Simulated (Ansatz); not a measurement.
# Cohesive energy of some elemental metals

Method: BLYP (PAW; Ansatz, a quantum-chemistry and plane-wave program). References are measured values corrected to a static lattice or taken at low temperature (these still hold zero-point motion). The table is a random draw of 8 from 20 solids with such references.

Values in eV/atom.

```tsv
solid	reference	BLYP	error (eV/atom)
fcc Ca	1.86*	1.18	-0.68
antiferromagnetic bcc Cr	4.15*	3.57	-0.58
hcp Mg	1.51	0.71	-0.80
fcc Pd	3.93*	3.00	-0.93
fcc Sr	1.73*	0.87	-0.86
bcc Li	1.67*	1.30	-0.37
bcc Na	1.12*	0.76	-0.36
fcc Ag	2.97*	1.93	-1.04
```

Over these 8 solids the mean error is -0.70 eV/atom, the mean absolute error 0.70 eV/atom (median 0.74 eV/atom), and the worst case fcc Ag at -1.04 eV/atom; the value is below the reference in 8 of 8 cases. Over all 20, from unrounded values, the mean error is -0.67 eV/atom and the mean absolute error 0.67 eV/atom (median 0.69 eV/atom).

A star marks references brought to a static lattice; the others are low-temperature values that still hold zero-point motion, which matters most for light elements.

Differences are worked out from the printed values.

Free atoms are spin-polarised, in the lowest state found; at levels without +SOC their spin–orbit coupling is left out. Each level is taken at its own relaxed cell. Caveats: the cell is over a tenth larger than the published one: the level's own overestimate first of all, though another phase or state, or a fault of the published cell, is possible (fcc Pd, fcc Ag); the commensurate order stands in for chromium's spin-density wave, and the size of the moments varies much between levels (antiferromagnetic bcc Cr). Ansatz's density-functional and Hartree–Fock values are scalar-relativistic unless marked +SOC, with PAW data made under PBE.

Ansatz's runs of these crystals have no spin polarisation, but for antiferromagnetic bcc Cr.

Density-functional runs with spin start from opposed moments for antiferromagnetic bcc Cr.

Not in this set, of the elemental metals with a reference value in our tables and a result at some level: 12 for no value at BLYP (not run, a failed fit, an unstable or unbound cell, or a value held back for tests); 8 for a doubt noted on the run at BLYP; 4 for the spin–orbit terms of free Br, In, Sn, Te, I and atoms past barium, a cut that leaves lighter open-shell atoms' terms in the errors; 1 for sources at odds. These can be a level's best or worst cases. Solids without a released value at any level aren't counted. Layered and molecular crystals are counted apart. The metals Ce to Yb are counted apart.

References as tabulated in Mejia-Rodriguez and Trickey (2018), arXiv:1807.09216; Jana et al. (2018), arXiv:1807.00350; Csonka et al. (2009), arXiv:0903.4037; Kittel's textbook.
